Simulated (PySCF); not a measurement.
How well do the runs reproduce experiment for HLi?

**Measured values to compare with.**

Liu, Meijer, Perez-Rios, Phys. Chem. Chem. Phys. 22 (2020) 24191 lists, for the gas: dipole moment 5.882 D.

The runs below try to reproduce these values; the comparison stands at the end.

HLi.
Atom-mapped SMILES: `[LiH:1]` (hydrogens: H2 on Li1)

Cartesian coordinates in Å at the BHandHLYP/def2-TZVP level; atoms count from 1:
```xyz
2
LiH angstrom
Li     0.7926   -0.0027   -0.0030
H     -0.7899    0.0040   -0.0111
```

Runs made with PySCF (gas phase, on this BHandHLYP/def2-TZVP geometry; no spin–orbit coupling):

```tsv
level	job	basis functions	wall time
BHandHLYP/def2-TZVP, grid level 1	geometry optimisation from a GFN2-xTB start	20	1.0 s
```

Hardware: Arm Neoverse N1, one thread (shared host).

Results beside the measurements:

**Dipole moment.** Measured: 5.882 D (Liu, Meijer, Perez-Rios, Phys. Chem. Chem. Phys. 22 (2020) 24191).

```csv
level,computed (D),computed − measured (D),% (from the printed values)
BHandHLYP/def2-TZVP,5.825,-0.057,-1
```

The computed dipoles belong to one fixed geometry; measured ones are averaged over vibrations unless marked μe. Magnitudes are compared, not signs.

The geometry is computed, not the measured one. Where a level misses, the cause wasn't examined.
